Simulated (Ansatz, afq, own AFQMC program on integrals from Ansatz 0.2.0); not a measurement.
Integrals from Ansatz 0.2.0, then the random walk in our own AFQMC program (afq).

```yaml
crystal:
  periodic: [false, false, false]
  atoms:
    - {symbol: B, position_ang: [0.000000, 0.000000, 0.870919]}
    - {symbol: O, position_ang: [0.000000, 0.000000, -0.797171]}
    - {symbol: H, position_ang: [0.000000, 1.367453, 1.656225]}
    - {symbol: H, position_ang: [0.000000, -1.367453, 1.656225]}
basis:
  gaussian: {orbitals: cc-pVDZ}
magnetization: {spin_polarized: true, initial_magnetization: 1}
correlation: {method: ccsd_t, electrons: outside_noble_gas, hamiltonian_folder: ham}
```

```sh
$ ansatz run in.yaml --threads 1 --pin off --events-out ev --progress --plain --max-ram 1382MiB
```

afq runs on the folder ham with

```
--method phaseless --trial hf --walkers 120 --populations 1 --least-time 40 --time-step 0.005 --steps-per-block 20 --equilibration-blocks 160 --max-blocks 600 --target-error 0.002400 --factor-cut 1e-05 --start spin_pure --seed 90 --taylor-order 6
```

Times are imaginary, in 1/Eh. The walk had a cap of 1172 s.

Log:

```
orbitals 36  electrons 6 5  factors 261 of 348
reference energy -100.56938524 Eh
CCSD correlation -0.27272674 Eh in 16 cycles, weight of the determinant in the CISD state 0.8622
energy of the start -100.569977 Eh
 block  time / (1/Eh)  mean weight  energy / Eh
     1     0.100  1.0011  -100.642798
     2     0.200  1.0024  -100.693244
     3     0.300  1.0016  -100.722332
     4     0.400  0.9997  -100.740884
     5     0.500  1.0007  -100.763096
     8     0.800  0.9986  -100.787958
    20     2.000  1.0004  -100.855517
    77     7.700  0.9988  -100.907724
   134    13.400  1.0013  -100.861782
   191    19.100  0.9999  -100.872250
   248    24.800  0.9975  -100.846653
   305    30.500  1.0026  -100.869387
   362    36.200  0.9994  -100.868564
   419    41.900  1.0016  -100.877064
   476    47.600  1.0000  -100.881690
   533    53.300  0.9998  -100.838973
   590    59.000  0.9995  -100.929350
   609    60.900  1.0007  -100.811308
   647    64.700  1.0003  -100.827470
   704    70.400  0.9988  -100.827086
   742    74.200  0.9981  -100.837007
blocks merged  error / Eh  count
     1  0.001149  600
     2  0.001479  300
     4  0.001853  150
     8  0.002209  75
    16  0.002699  37
    32  0.003201  18
    64  0.003908  9
energy -100.858429 +/- 0.003201 Eh
(rows thinned)
```

The run passed its tests (sampling time, drift between the halves within three errors, error under three times the target), which doesn't prove that it has relaxed.

Against this walk (error 87.1 meV) on the same determinant: CCSD(T) 214.3 meV higher, CCSDT(Q) 136.0 meV higher (within the noise), a separate phaseless walk with a CISD trial and standard settings 207.2 ± 89.4 meV higher. The error is statistical and leaves out the bias of the constraint.

Cautions: constraint bias not in the error; error above the target (87.1 against 65.3 meV).

The walk took 2.7 min on 1 thread of Intel(R) Xeon(R) 6975P-C (Granite Rapids), with other jobs on the host. The log's last line is the phaseless energy.

CCSDT and higher add their correlation energy to the determinant of the CCSD(T) run, since their own runs factorise the integrals more tightly (a shift of under 2 meV). A walk keeps the symmetry of its determinant, which the program's search chose and which needn't be the lowest solution, so a lower state of the same spin and another symmetry isn't excluded.
